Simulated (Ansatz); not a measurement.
The cluster Mg₂H₄⁺. Charge 1, multiplicity 2. Geometry r2SCAN-D4/def2-TZVP, that of the neutral singlet.

Cartesian coordinates in Å:
```
Mg -0.099 0.798 -1.137
Mg 0.097 -0.797 1.138
H 0.222 -1.773 2.523
H -0.687 -0.892 -0.566
H -0.213 1.768 -2.528
H 0.680 0.896 0.570
```

The structure comes from a short search, and lower isomers may exist.

Estimate the α-spin orbital energies around the gap (eV) in Ansatz with PBE-D4/def2-TZVP, r2SCAN-D4/def2-TZVP, PBE0-D4/def2-TZVP.


```tsv
orbital	PBE-D4/def2-TZVP	r2SCAN-D4/def2-TZVP	PBE0-D4/def2-TZVP
HOMO−5	-52.90	-54.33	-56.98
HOMO−4	-52.86	-54.29	-56.97
HOMO−3	-14.72	-15.04	-16.17
HOMO−2	-13.46	-13.94	-15.03
HOMO−1	-13.00	-13.49	-14.50
HOMO	-11.90	-12.16	-13.08
LUMO	-6.80	-6.30	-6.08
LUMO+1	-6.37	-5.80	-5.56
LUMO+2	-5.08	-4.41	-4.35
LUMO+3	-4.91	-4.17	-4.19
LUMO+4	-4.61	-3.91	-3.90
LUMO+5	-3.93	-3.10	-3.25
β HOMO	-11.79	-12.04	-12.44
β LUMO	-11.67	-11.62	-11.25
```
